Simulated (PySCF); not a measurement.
**C4H8S: core ionisation energies**

Species: trans-2,3-dimethylthiirane, C4H8S.
SMILES with atom numbers: `[CH3:1][C@@H:2]1[S:3][C@H:4]1[CH3:5]`

The calculation used delta-SCF UKS SCAN, pcX-2 on the ionised atom, pcseg-1 elsewhere, spin-free X2C in PySCF. Binding energies are ΔSCF values: E(core-ionised, relaxed orbitals) − E(ground state) at a fixed geometry, referred to the vacuum level.

Give the core binding energies atom by atom.

```
atom(s)                 environment  level  binding energy (eV)  above the level's lowest (eV)  count
  C1/C5               methyl carbon   C 1s               290.91                           0.00      2
  C2/C4  sp3 carbon bound to sulfur   C 1s               291.40                          +0.49      2
     S3              sulfide sulfur   S 1s              2476.39                           0.00      1
```

The listed C 1s values span 0.49 eV, from C1/C5 (bonded to C and 3 H) to C2/C4 (bonded to S, 2 C and H).

Which photon wavelength matches the C 1s of C2/C4 threshold?

λ = hc/E = 12398.42 eV Å / 291.40 eV = 42.548 Å.

Which effective nuclear charge Zeff reproduces each element's mean 1s value in the hydrogen-like formula E = 13.606 eV × Zeff²?

C (Z = 6): mean 291.2 eV, Zeff = 4.63, Z − Zeff = 1.37; S (Z = 16): mean 2476.4 eV, Zeff = 13.49, Z − Zeff = 2.51. Means run over the listed sites, weighted by atom count.

Atoms equivalent by their bonding share one computed value, that of the first of them. Not every level is listed. Geometry: PBE0-D3(BJ)/def2-SVP; no solvent, vibrations or thermal averaging.

On one thread, Arm Neoverse V1 (aarch64), shared host with 32 logical CPUs at a one-minute load of 22, this took 23 s and 0.60 GiB of memory at its peak.
